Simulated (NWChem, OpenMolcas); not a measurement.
## How methods differ on C2H8Si (dimethylsilane)

The species is C2H8Si (11 atoms), meant as a singlet with charge 0. As SMILES, `C[SiH2]C`. Geometry: relaxed at PBE0-D4/def2-TZVP.

Quantity: the dipole moment, in D. The values are calculated.

```tsv
level	kind	program	value (D)	CPU time
HF/def2-SVP	Hartree–Fock	OpenMolcas	0.73	7.5 s
SVWN5/def2-SVP	LDA	OpenMolcas	0.86	25 s
BLYP/def2-SVP	GGA	NWChem	?	29 s
PBE/def2-SVP	GGA	OpenMolcas	0.84	37 s
revPBE/def2-SVP	GGA	NWChem	0.83	29 s
B3LYP/def2-SVP	global hybrid	NWChem	0.79	31 s
BHLYP/def2-SVP	global hybrid	NWChem	0.76	27 s
M06-2X/def2-SVP	hybrid meta-GGA	NWChem	?	44 s
```

Q: Estimate the missing values from the other rows.

A: As computed at these levels: BLYP/def2-SVP: 0.82 D; M06-2X/def2-SVP: 0.75 D. Measured: 0.75 D (NIST CCCBDB). Nearest: M06-2X/def2-SVP (0.00 D); farthest: SVWN5/def2-SVP (+0.11 D). The measured dipole is a vibrational average, so differences of a few hundredths of a debye mean little. Computed less measured by kind, in D (def2-SVP rows): Hartree–Fock -0.02; LDA +0.11; GGA +0.07 to +0.09; global hybrid +0.00 to +0.04. Magnitudes only: a small dipole may point the other way at some levels. Times are those of the runs behind each value, whatever else they computed, on shared processors of several kinds: orders of magnitude only.
